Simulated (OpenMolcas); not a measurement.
**SiH3Cl (chlorosilane) at UB3LYP/ANO-RCC-VDZP (DKH2, scramble 0.25)**

Aim: the energy along one coordinate of SiH3Cl (chlorosilane). 

The results are computed with OpenMolcas 26.06.

5 further runs of the same task are left out: 5 set aside as unsound or not needed.

## 1. Starting point

SiH3Cl: 5 atoms, total charge 0, spin state singlet. SMILES: `[SiH3]Cl`. Geometry: relaxed at PBE0-D4/def2-TZVP.

Bond lengths: Si1–Cl2 2.054 Å, Si1–H3 1.481 Å, Si1–H4 1.481 Å, Si1–H5 1.481 Å. Angles: Cl2–Si1–H3 108.5°, Cl2–Si1–H4 108.5°, Cl2–Si1–H5 108.5°, H3–Si1–H4 110.4°, H3–Si1–H5 110.4°, H4–Si1–H5 110.4°.

## 2. The energy along one coordinate at UB3LYP/ANO-RCC-VDZP (DKH2, scramble 0.25)

Input file point1.xyz:

```xyz
5
R = 6.161
Si    -4.012995     1.082908    -0.752573
Cl     1.838300    -0.513500     0.329900
H     -4.851895     0.576008     0.357427
H     -4.435695     0.478608    -2.036573
H     -4.091795     2.559708    -0.826373
```

Input file job.input:

```
&GATEWAY
  Coord = point1.xyz
  Basis = ANO-RCC-VDZP
  Group = NoSym

&SEWARD

&SCF
  UHF
  KSDFT = B3LYP
  Scramble = 0.25
  PrOrbitals = 0
>>> ForEach K in (1, 2, 3, 4, 5, 6, 7, 8, 9)

&GATEWAY
  Coord = $CurrDir/point$K.xyz
  Basis = ANO-RCC-VDZP
  Group = NoSym

&SEWARD

&SCF
  UHF
  KSDFT = B3LYP
  PrOrbitals = 0
  FileOrb = $Project.UhfOrb
>>> EndDo
```

On the command line:

```
$ export MOLCAS_MEM=1860
$ pymolcas job.input > job.log
```

What it wrote:

```text
--- Start Module: gateway ---
[...]
--- Stop Module: gateway /rc=_RC_ALL_IS_WELL_ ---
[...]
      Basis functions           51
[...]
       Convergence after 131 Iterations
[...]
::    Total KS-DFT energy                            -753.4691012552
[...]
       Convergence after   3 Iterations
[...]
::    Total KS-DFT energy                            -753.4691012552
[...]
       Convergence after   9 Iterations
[...]
::    Total KS-DFT energy                            -753.4732612585
[...]
       Convergence after   8 Iterations
[...]
::    Total KS-DFT energy                            -753.6291724885
[...]
--- Start Module: seward ---
[...]
--- Stop Module: seward /rc=_RC_ALL_IS_WELL_ ---
[...]
--- Start Module: scf ---
[...]
       Convergence after   8 Iterations
[...]
::    Total KS-DFT energy                            -753.6033669831
[...]
      Total spin, S                                    -0.0000000000
[...]
      Total electronic charge=   34.000000
      Total            charge=   -0.000000
[...]
      Dipole Moment (debye):
      Origin of the operator (angstrom)=    0.9931   -0.2829    0.1735
                   X= -2.8694E-01               Y=  7.8370E-02               Z= -5.3284E-02           Total=  3.0219E-01
      Quadrupole Moment (debye*angstrom):
[...]
--- Stop Module: scf /rc=_RC_ALL_IS_WELL_ ---
[...]
```

It took 2.2 min on 1 thread of Intel Xeon Platinum 8259CL at 2.50GHz (Skylake/Cascade Lake), shared host; peak memory 0.42 GiB.

The scan, from its lowest point:

| Cl2–Si1 (Å) | energy (kJ/mol) |
| --- | --- |
| 6.161 | 420.3 |
| 4.928 | 409.3 |
| 4.107 | 382.4 |
| 3.491 | 325.4 |
| 2.978 | 215.8 |
| 2.567 | 98.6 |
| 2.259 | 18.0 |
| 2.054 | 0.0 |
| 1.848 | 67.8 |

## 3. Results

Level: UB3LYP/ANO-RCC-VDZP (DKH2, scramble 0.25).

| quantity | value |
| --- | --- |
| lowest energy of the scan | -753.62917 Eh |
